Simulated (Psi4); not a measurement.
# CClF3 (SMILES FC(F)(F)Cl) at B2PLYP/def2-SVPD (density fitting for correlation)

Aim: the vertical ionisation energy of CClF3 at B2PLYP/def2-SVPD (density fitting for correlation), from 2 runs. 

The calculation is run with Psi4 1.11.

1 further run of the same task is left out (set aside as unsound or not needed).

## (1) The molecule

The species is CClF3 (5 atoms), meant as a singlet with charge 0. As SMILES, `FC(F)(F)Cl`. The shape is that of a PBE0-D4/def2-TZVP optimisation.

Bond lengths: F1–C2 1.322 Å, C2–F3 1.322 Å, C2–F4 1.322 Å, C2–Cl5 1.756 Å. Angles: F1–C2–F3 108.7°, F1–C2–F4 108.7°, F1–C2–Cl5 110.2°, F3–C2–F4 108.7°, F3–C2–Cl5 110.2°, F4–C2–Cl5 110.2°.

## (2) The energy at B2PLYP/def2-SVPD (density fitting for correlation)

Contents of job.json:

```json
{
 "schema_name": "qcschema_input",
 "schema_version": 1,
 "molecule": {
  "schema_name": "qcschema_molecule",
  "schema_version": 2,
  "symbols": ["F", "C", "F", "F", "Cl"],
  "geometry": [0.40383447, 0.03609377, 2.50596581, -0.0041574, -0.15590241, 0.04932185, -2.36140177, -0.89686402, -0.31577324, 1.5338907, -1.8878364, -0.88533669, 0.52213133, 2.76523624, -1.4324124],
  "molecular_charge": 0,
  "molecular_multiplicity": 1,
  "fix_symmetry": "c1"
 },
 "driver": "energy",
 "model": {
  "method": "b2plyp",
  "basis": "def2-SVPD"
 },
 "keywords": {
  "puream": true,
  "e_convergence": 1e-09,
  "d_convergence": 1e-08,
  "scf_type": "pk",
  "dft_radial_points": 99,
  "dft_spherical_points": 590,
  "num_frozen_docc": 9
 }
}
```

On the command line:

```
$ psi4 --qcschema job.json -n 1 --memory 1600MB
```

stdout:

```text
[...]
  Running in c1 symmetry.
[...]
  Nuclear repulsion =  251.228625154447599
[...]
  Multiplicity = 1
[...]
  Nalpha       = 25
  Nbeta        = 25
[...]
    Number of basis functions: 116
[...]
   @RKS iter   1:  -796.67889260120694    2.49421e-02   4.79288e-03 DIIS/ADIIS
[...]
   @RKS iter  10:  -796.78862402105324   -6.13909e-12   6.09247e-09 DIIS
[...]
    Orbital Energies [Eh]
    ---------------------
    Doubly Occupied:
       1A   -102.941108     2A    -25.443209     3A    -25.443200
       4A    -25.443181     5A    -10.969831     6A     -9.971714
       7A     -7.618818     8A     -7.610777     9A     -7.610777
      10A     -1.525463    11A     -1.424577    12A     -1.424557
      13A     -1.026401    14A     -0.831001    15A     -0.741939
      16A     -0.741933    17A     -0.703515    18A     -0.614089
      19A     -0.614088    20A     -0.574892    21A     -0.574883
      22A     -0.550479    23A     -0.511931    24A     -0.424979
      25A     -0.424977
[...]
  @RKS Final Energy:  -796.78862402105324
   => Energetics <=
    Nuclear Repulsion Energy =            251.2286251544475988
    One-Electron Energy =               -1602.2728267911745661
    Two-Electron Energy =                 585.3058367371028226
    DFT Exchange-Correlation Energy =     -31.0502591214291179
    Empirical Dispersion Energy =           0.0000000000000000
    VV10 Nonlocal Energy =                  0.0000000000000000
    Total Energy =                       -796.7886240210532378
[...]
 Multipole Moments:
 ------------------------------------------------------------------------------------
     Multipole            Electronic (a.u.)      Nuclear  (a.u.)        Total (a.u.)
 ------------------------------------------------------------------------------------
 L = 1.  Multiply by 2.5417464519 to convert [e a0] to [Debye]
 Dipole X            :         -0.1222208            0.1522480            0.0300272
 Dipole Y            :         -0.6786309            0.8448433            0.1662125
 Dipole Z            :          0.3442948           -0.4285312           -0.0842364
 Magnitude           :                                                    0.1887432
[...]
```

The result, in JSON:

```text
{
 "driver": "energy",
 "model": {
  "method": "b2plyp",
  "basis": "def2-SVPD"
 },
 "success": true,
 "return_result": -797.0687546915437,
 "properties": {
  "calcinfo_nbasis": 116,
  "calcinfo_nmo": 116,
  "calcinfo_nalpha": 25,
  "calcinfo_nbeta": 25,
  "calcinfo_natom": 5,
  "nuclear_repulsion_energy": 251.2286251544476,
  "return_energy": -797.0687546915437,
  "scf_one_electron_energy": -1602.2728267911746,
  "scf_two_electron_energy": 585.3058367371028,
  "scf_xc_energy": -31.050259121429118,
  "scf_dipole_moment": [0.0300271511125203, 0.16621246506217813, -0.08423636490870001],
  "scf_total_energy": -796.7886240210532,
  "scf_iterations": 10
 }
}
```

Run time: 19 s. Hardware: 1 thread of AMD EPYC 7R43 (Zen 3), shared host; peak memory 0.67 GiB.

## (3) The doublet cation at the same level

Contents of cclf3.py:

```python
import psi4

psi4.set_memory(1600000000)
psi4.set_num_threads(1)
psi4.set_output_file('run.log', False)

molecule = psi4.geometry("""
1 2
F      0.40383447     0.03609377     2.50596581
C     -0.00415740    -0.15590241     0.04932185
F     -2.36140177    -0.89686402    -0.31577324
F      1.53389070    -1.88783640    -0.88533669
Cl     0.52213133     2.76523624    -1.43241240
units au
symmetry c1
no_reorient
no_com
""")

options = {'reference': 'uks', 'puream': True, 'e_convergence': 1e-09, 'd_convergence': 1e-08, 'scf_type': 'pk', 'dft_radial_points': 99, 'dft_spherical_points': 590, 'num_frozen_docc': 9, 'maxiter': 100}
psi4.set_options(options)

energy_value = psi4.energy("b2plyp/def2-SVPD", molecule=molecule)
print(f'total energy {energy_value:.8f} hartree = {energy_value * 27.211386:.5f} eV')
```

On the command line:

```
$ python cclf3.py
```

run.log:

```text
[...]
  Running in c1 symmetry.
[...]
  Nuclear repulsion =  251.228625154447599
[...]
  Multiplicity = 2
[...]
  Nalpha       = 25
  Nbeta        = 24
[...]
    Number of basis functions: 116
[...]
   @UKS iter   1:  -796.16617992060287    5.37655e-01   5.25266e-03 DIIS/ADIIS
[...]
   @UKS iter  15:  -796.31703143843720   -7.95808e-13   3.95366e-09 DIIS
[...]
   @S^2 Observed:                7.549959247E-01
[...]
    Orbital Energies [Eh]
    ---------------------
    Alpha Occupied:
       1A   -103.358161     2A    -25.685743     3A    -25.679257
       4A    -25.673005     5A    -11.229909     6A    -10.382953
       7A     -8.041378     8A     -8.023935     9A     -8.016104
      10A     -1.760699    11A     -1.659861    12A     -1.653266
      13A     -1.403634    14A     -1.078677    15A     -0.981960
      16A     -0.978145    17A     -0.972045    18A     -0.862603
      19A     -0.843929    20A     -0.828508    21A     -0.809227
      22A     -0.796544    23A     -0.792118    24A     -0.775842
      25A     -0.764899
    Alpha Virtual:
[...]
  @UKS Final Energy:  -796.31703143843720
   => Energetics <=
    Nuclear Repulsion Energy =            251.2286251544475988
    One-Electron Energy =               -1587.9318926151038340
    Two-Electron Energy =                 571.2532775147835764
    DFT Exchange-Correlation Energy =     -30.8670414925645922
    Empirical Dispersion Energy =           0.0000000000000000
    VV10 Nonlocal Energy =                  0.0000000000000000
    Total Energy =                       -796.3170314384371977
[...]
 Multipole Moments:
 ------------------------------------------------------------------------------------
     Multipole            Electronic (a.u.)      Nuclear  (a.u.)        Total (a.u.)
 ------------------------------------------------------------------------------------
 L = 1.  Multiply by 2.5417464519 to convert [e a0] to [Debye]
 Dipole X            :         -4.6679420            5.0381988            0.3702568
 Dipole Y            :        -19.2974203           21.3361418            2.0387215
 Dipole Z            :         11.2529231          -12.3113768           -1.0584536
 Magnitude           :                                                    2.3267573
[...]
```

The script printed:

```text
total energy -796.59028281 hartree = -21676.32567 eV
```

It took 37 s on 1 thread of AMD EPYC 7R43 (Zen 3), shared host; peak memory 0.66 GiB.

## (4) Summary of results

Level: B2PLYP/def2-SVPD (density fitting for correlation), 9 core orbitals frozen.

| quantity | value |
| --- | --- |
| singlet CClF3: total energy | -797.06875 Eh |
| singlet CClF3: HOMO energy (SCF part's orbitals) | -11.56 eV |
| singlet CClF3: LUMO energy (SCF part's orbitals) | 1.00 eV |
| singlet CClF3: HOMO–LUMO gap (SCF part's orbitals) | 12.57 eV |
| doublet cation: total energy | -796.59028 Eh |
| doublet cation: HOMO energy (SCF part's orbitals) (highest over α and β) | -20.39 eV |
| doublet cation: LUMO energy (SCF part's orbitals) (lowest over α and β) | -14.12 eV |
| doublet cation: ⟨S²⟩ | 0.755 |
| vertical ionisation energy (to the doublet cation) | 13.020 eV |

What this shows: Removing an electron at fixed nuclei costs 13.02 eV (300 kcal/mol). The negative HOMO energy of the first species, 11.56 eV, lies 1.46 eV below that difference.
